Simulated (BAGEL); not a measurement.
# quartet SiNH4 at CASCI(10 orbitals)/def2-SV(P) (density fitting with svp-jkfit, 2 roots)

Wanted: a single-point energy of quartet SiNH4. 

Program for the calculation: BAGEL 1.2.2.

3 further runs of the same task are left out: 3 set aside as unsound or not needed.

**1. The structure to begin with**

SiNH4 has 6 atoms, charge 0, and is taken as a quartet. As SMILES of the parent species, `N[SiH2]`. Geometry: relaxed at PBE0-D4/def2-TZVP. This is one conformer, not always the lowest. That shape belongs to the parent species and isn't relaxed for this state.

Bond lengths: N1–Si2 1.725 Å, N1–H3 1.008 Å, N1–H4 1.008 Å, Si2–H5 1.493 Å, Si2–H6 1.493 Å. Angles: N1–Si2–H5 107.3°, N1–Si2–H6 107.3°, Si2–N1–H3 119.9°, Si2–N1–H4 119.9°, H5–Si2–H6 110.5°, H3–N1–H4 110.9°.

**2. The energy at CASCI(10 orbitals)/def2-SV(P) (density fitting with svp-jkfit, 2 roots)**

File calc.json:

```json
{ "bagel" : [

{
  "title" : "molecule",
  "basis" : "def2-sv_p_.json",
  "df_basis" : "svp-jkfit",
  "angstrom" : "false",
  "geometry" : [
    { "atom" : "N", "xyz" : [    -0.11772994,    -1.63177851,     0.03949528 ] },
    { "atom" : "Si", "xyz" : [     0.58090181,     1.54069371,     0.30537974 ] },
    { "atom" : "H", "xyz" : [     1.06769526,    -2.78904679,    -0.90026553 ] },
    { "atom" : "H", "xyz" : [    -0.95166608,    -2.54451623,     1.48834830 ] },
    { "atom" : "H", "xyz" : [     1.24230595,     2.47138383,    -2.27541923 ] },
    { "atom" : "H", "xyz" : [    -1.74157160,     2.83251049,     1.25534506 ] }
  ]
},

{
  "title" : "hf",
  "charge" : 1
},

{
  "title" : "fci",
  "nstate" : 2,
  "ncore" : 10,
  "nspin" : 3,
  "norb" : 10,
  "dipoles" : "true"
}

]}
```

The basis set def2-SV(P) is read from a file made from the Basis Set Exchange's data (not shown).

Run with:

```bash
$ BAGEL_NUM_THREADS=1 BAGEL calc.json > calc.out
```

Q: Predict the results. Wanted: energy of the lowest of 2 roots; dipole moment; lowest excitation energy.

Computed results:

Level: CASCI(10 orbitals)/def2-SV(P) (density fitting with svp-jkfit, 2 roots), 10 inactive orbitals.

| quantity | value |
| --- | --- |
| energy of the lowest of 2 roots | -345.26667 Eh |
| dipole moment (lowest root) | 1.46 D |
| lowest excitation energy | 2.04 eV |
